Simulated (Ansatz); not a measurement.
Two structures, one formula

Two relaxed structures of SiH$_{4}$SO, closed shell (PBE0-D4/def2-TZVP; forces vanish, vibrations not checked).

A:

```
7
angstrom
Si -0.7966 0.3965 -0.6874
O 0.8660 -0.1757 1.6540
S 0.0559 -1.1342 0.5419
H -1.5389 -0.3550 -1.7323
H 0.2532 1.2493 -1.2973
H -1.7235 1.2515 0.0997
H 0.2771 -0.0641 2.4082
```

B:

```xyz
7
angstrom
Si -0.6668 0.5381 -0.1807
O 0.1739 -0.2883 1.0021
S 1.0273 -1.6148 0.4922
H -1.6240 -0.3651 -0.8645
H 0.2826 1.1023 -1.1740
H -1.3768 1.6202 0.5410
H 2.1839 -0.9924 0.1838
```

Ansatz 0.2.0; basis: def2-TZVPP; cores frozen in the correlated methods. B3LYP uses VWN-RPA correlation.

(1) Which structure is lower at CCSD(T), and by how much? (To be estimated.)

No T1 diagnostic of these runs exceeds 0.013.

Answers

(1) By the calculation: B, by 37.9 kJ/mol (electronic energy, against the other). By their contacts, A is SiH₄SO ([OH][S][SiH3]) and B is SiH₄SO ([SiH3][O][SH]).

All methods give the same order:

```tsv
method	E(B) − E(A) (kJ/mol)
PBE-D4	-18.2
r2SCAN-D4	-28.4
PBE0-D4	-23.4
B3LYP-D4	-34.0
wB97M-V	-34.4
HF	-48.5
MP2	-39.8
CCSD	-40.1
CCSD(T)	-37.9
```

Labels in which every atom is bracketed show which atoms are joined, not bond orders.

For scale, one of the runs: CCSD(T)/def2-TZVPP, 171 basis functions, launched by `ansatz run in.yaml --threads 2 --pin off --events-out ev --progress --plain --max-ram 4352MiB`. Hardware: 2 CPU threads of an Arm Neoverse N1, shared host. Wall time 42 s; peak host memory 1.4 GiB.
